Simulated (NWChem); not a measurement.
The numbers come from NWChem runs, not from measurements. System: HLi, charge 1, spin multiplicity 2, at the geometry of a parent with another charge or spin, in a state set for the comparison that need not be this species' ground state. Its SCF solution wasn't tested for a lower state. Level: UMP2/6-311G** (spherical d), no orbitals frozen.

Part of the output:

```
             Northwest Computational Chemistry Package (NWChem) 7.3.0
             --------------------------------------------------------

                                NWChem Input Module
                                -------------------

 Scaling coordinates for geometry "geometry" by  1.889725989
 (inverse scale =  0.529177249)

 Turning off AUTOSYM since
 SYMMETRY directive was detected!

                             Geometry "geometry" -> ""
                             -------------------------

 Output coordinates in angstroms (scale by  1.889725989 to convert to a.u.)

  No.       Tag          Charge          X              Y              Z
 ---- ---------------- ---------- -------------- -------------- --------------
    1 Li                   3.0000     0.00000000     0.00000000     0.39727500
    2 H                    1.0000     0.00000000     0.00000000    -1.19182500

 Effective nuclear repulsion energy (a.u.)       0.9990131187

            Nuclear Dipole moment (a.u.)
            ----------------------------
        X                 Y               Z
 ---------------- ---------------- ----------------
     0.0000000000     0.0000000000     0.0000000000

      Symmetry information
      --------------------

 Group name             C2v
 Group number             16
 Group order               4
 No. of unique centers     2

      Symmetry unique atoms

     1    2


 Summary of "ao basis" -> "" (spherical)
 ------------------------------------------------------------------------------
       Tag                 Description            Shells   Functions and Types
 ---------------- ------------------------------  ------  ---------------------
 *                          6-311g**                  on all atoms

 Summary of "ao basis" -> "ao basis" (spherical)
 ------------------------------------------------------------------------------
       Tag                 Description            Shells   Functions and Types
 ---------------- ------------------------------  ------  ---------------------
 Li                         6-311g**                 8       18   4s3p1d
 H                          6-311g**                 4        6   3s1p

                                 NWChem SCF Module
                                 -----------------

  ao basis        = "ao basis"
  functions       =    24
  atoms           =     2
  alpha electrons =     2
  beta  electrons =     1
  charge          =   1.00
  wavefunction    = UHF
  use symmetry    = T
  symmetry adapt  = T

 Summary of "ao basis" -> "ao basis" (spherical)
 ------------------------------------------------------------------------------
       Tag                 Description            Shells   Functions and Types
 ---------------- ------------------------------  ------  ---------------------
 Li                         6-311g**                 8       18   4s3p1d
 H                          6-311g**                 4        6   3s1p

      Symmetry analysis of basis
      --------------------------

        a1         13
        a2          1
        b1          5
        b2          5

 Forming initial guess at       0.0s

   Symmetry analysis of molecular orbitals - initial alpha
   -------------------------------------------------------

  Numbering of irreducible representations:

     1 a1          2 a2          3 b1          4 b2

  Orbital symmetries:

     1 a1          2 a1          3 a1          4 b2          5 b1
     6 a1          7 a1          8 a1          9 b2         10 b1
    11 a1         12 b2

   Symmetry analysis of molecular orbitals - initial beta
   ------------------------------------------------------

  Numbering of irreducible representations:

     1 a1          2 a2          3 b1          4 b2

  Orbital symmetries:

     1 a1          2 a1          3 a1          4 b1          5 b2
     6 a1          7 a1          8 b1          9 b2         10 a1
    11 a1         12 b2

 Starting SCF solution at       0.0s

 ----------------------------------------------
         Quadratically convergent UHF

 Convergence threshold     :          1.000E-07
 Maximum no. of iterations :          100
 Integral*density screening:          1.000E-09
[...]
              MO Center= -5.6D-15,  5.5D-15,  1.3D+00, r^2= 5.1D+00
   Bfn.  Coefficient  Atom+Function         Bfn.  Coefficient  Atom+Function
  ----- ------------  ---------------      ----- ------------  ---------------
     6      0.429398  1 Li s                 10      0.390085  1 Li s
     9      0.324871  1 Li pz                21     -0.231915  2 H  s
    13      0.214351  1 Li pz                 5      0.153966  1 Li pz

 Vector    4  Occ=0.000000D+00  E=-1.256930D-01  Symmetry=b2
              MO Center= -1.7D-19, -1.8D-15,  3.9D-01, r^2= 7.8D+00
   Bfn.  Coefficient  Atom+Function         Bfn.  Coefficient  Atom+Function
  ----- ------------  ---------------      ----- ------------  ---------------
     8      0.507174  1 Li py                12      0.467512  1 Li py
     4      0.171128  1 Li py

 center of mass
 --------------
 x =   0.00000000 y =   0.00000000 z =   0.37355647

 moments of inertia (a.u.)
 ------------------
           7.946820186438           0.000000000000           0.000000000000
           0.000000000000           7.946820186438           0.000000000000
           0.000000000000           0.000000000000           0.000000000000

  Mulliken analysis of the total density
  --------------------------------------

    Atom       Charge   Shell Charges
 -----------   ------   -------------------------------------------------------
    1 Li   3     2.15   1.20  0.80  0.06  0.07  0.03 -0.02 -0.00  0.02
    2 H    1     0.85   0.18  0.52  0.14  0.00

  Mulliken analysis of the alpha density
  --------------------------------------

    Atom       Charge   Shell Charges
 -----------   ------   -------------------------------------------------------
    1 Li   3     1.16   0.60  0.40  0.06  0.07  0.03 -0.02 -0.00  0.02
    2 H    1     0.84   0.18  0.52  0.14  0.00

   Mulliken analysis of the beta density
   -------------------------------------

    Atom       Charge   Shell Charges
 -----------   ------   -------------------------------------------------------
    1 Li   3     1.00   0.60  0.40  0.00 -0.00 -0.00  0.00  0.00  0.00
    2 H    1     0.00   0.00  0.00  0.00  0.00

   Mulliken analysis of the spin density
   -------------------------------------

    Atom       Charge   Shell Charges
 -----------   ------   -------------------------------------------------------
    1 Li   3     0.16   0.00 -0.00  0.06  0.07  0.03 -0.02 -0.00  0.02
    2 H    1     0.84   0.18  0.52  0.14  0.00

       Multipole analysis of the density wrt the origin
       ------------------------------------------------

     L   x y z        total         alpha         beta         nuclear
     -   - - -        -----         -----         ----         -------
     0   0 0 0      1.000000     -2.000000     -1.000000      4.000000

     1   1 0 0      0.000000      0.000000      0.000000      0.000000
     1   0 1 0     -0.000000     -0.000000      0.000000      0.000000
     1   0 0 1      0.565693      1.316270     -0.750577      0.000000

     2   2 0 0     -1.181344     -1.032424     -0.148920      0.000000
     2   1 1 0      0.000000      0.000000      0.000000      0.000000
     2   1 0 1     -0.000000     -0.000000      0.000000      0.000000
     2   0 2 0     -1.181344     -1.032424     -0.148920      0.000000
     2   0 1 1      0.000000      0.000000      0.000000      0.000000
     2   0 0 2      0.177333     -5.873496     -0.712514      6.763343

                   NWChem MP2 Semi-direct Energy/Gradient Module
                   ---------------------------------------------

  Basis functions       =     24
  Molecular orbitals    =     24
  Frozen core           =      0
  Frozen virtuals       =      0
  Active alpha occupied =      2
  Active beta occupied  =      1
  Active alpha virtual  =     22
  Active beta virtual   =     23
  Use MO symmetry       = T
  Use skeleton AO sym   = T

  AO/Fock/Back tols     =   1.0D-09  1.0D-09  1.0D-09

 GA uses MA = F    GA memory limited = T

 Available:
  local mem=  1.26D+08
 global mem=  1.44D+08
 local disk=  0.00D+00
  mp2_memr nvloc                    22
  nvloc new                    22
   1 passes of   2:        2097152                       2297                     45907.
   1 passes of   2: M    126155172           G      144178048           F     124058020.

 Semi-direct pass number   1 of   1  for UHF alpha       at        0.1s
  vrange nnbf                   300
  mp2_eaftype                    10  avail_ma_in_mb                  1099
 EAF : mp2_eaftype filesize          10      22953.
  mp2_eaf for mointskh                     10
Node 0 wrote      0.1 Mb in      0.0 s     Agg I/O rate:  1030.1 Mb/s
 Done moints_semi at        0.2s
  mp2_eaftype                    10  avail_ma_in_mb                  1089
 EAF : mp2_eaftype filesize          10      22953.
  mp2_eaf for kh                    10
 Done maket at        0.2s
 Done multipass loop at        0.2s

 GA uses MA = F    GA memory limited = T

 Available:
  local mem=  1.26D+08
 global mem=  1.44D+08
 local disk=  0.00D+00
  mp2_memr nvloc                    23
  nvloc new                    23
   1 passes of   1:        2097152                       1761                     24487.
   1 passes of   1: M    126155172           G      144178048           F     124058020.

 Semi-direct pass number   1 of   1  for UHF beta        at        0.2s
  vrange nnbf                   300
  mp2_eaftype                    10  avail_ma_in_mb                  1099
 EAF : mp2_eaftype filesize          10      12243.
  mp2_eaf for mointskh                     10
Node 0 wrote      0.1 Mb in      0.0 s     Agg I/O rate:   789.8 Mb/s
 Done moints_semi at        0.2s
  mp2_eaftype                    10  avail_ma_in_mb                  1089
 EAF : mp2_eaftype filesize          10      12243.
  mp2_eaf for kh                    10
 Done maket at        0.2s
 Done multipass loop at        0.2s

          -------------------------------------------
          SCF energy                  -7.727983797164
          Correlation energy          -0.012794494362
          Singlet pairs                0.000000000000
          Triplet pairs                0.000000000000
          Total MP2 energy            -7.740778291527
          -------------------------------------------

          ---------------------------------------------------
                    Spin Component Scaled (SCS) MP2
          Same spin pairs                     -0.000101957020
          Same spin scaling factor             0.333333333333
          Opposite spin pairs                 -0.012692537342
          Opposite spin scaling fact.          1.200000000000
          SCS-MP2 correlation energy          -0.015265030484
          Total SCS-MP2 energy                -7.743248827648
          ---------------------------------------------------

 -----------------------
 Performance information
 -----------------------

 Timer overhead =  2.30D-07 seconds/call

               Nr. of calls         CPU time (s)                 Wall time (s)                GFlops
             ---------------    -------------------     ------------------------------   -------------------
Name         Min   Avg   Max    Min     Avg     Max     Min     Avg     Max   Mx/calls   Min     Max     Sum
mp2: moin     2     2     2   9.90E-2 9.90E-2 9.90E-2  9.90E-2 9.90E-2 9.90E-2 4.95E-2   0.0     0.0     0.0
mp2: make     2     2     2   2.15E-3 2.15E-3 2.15E-3  2.15E-3 2.15E-3 2.15E-3 1.08E-3   0.0     0.0     0.0
mp2: tota     1     1     1   0.13    0.13    0.13     0.13    0.13    0.13    0.13      0.0     0.0     0.0

 The average no. of pstat calls per process was 5.00D+00
 with a timing overhead of 1.15D-06s

 Task  times  cpu:        0.2s     wall:        0.2s

 Total times  cpu:        0.2s     wall:        0.2s
```

### Question
Write an NWChem input that would produce this output.

### Answer
This is not unique; one that fits is 
```
start mol
memory heap 200 mb stack 900 mb global 1100 mb
charge 1
geometry units angstroms nocenter noautoz
  Li     0.000000     0.000000     0.397275
  H      0.000000     0.000000    -1.191825
  symmetry group C2v
end
basis spherical
  * library 6-311g**
end
scf
  uhf
  nopen 1
  maxiter 100
  thresh 1e-7
  semidirect memsize 60000000 filesize 0
  # guess.movecs holds the orbitals of an unrestricted PBE0 run
  vectors input guess.movecs output mol.movecs
end
mp2
end
task mp2 energy
```
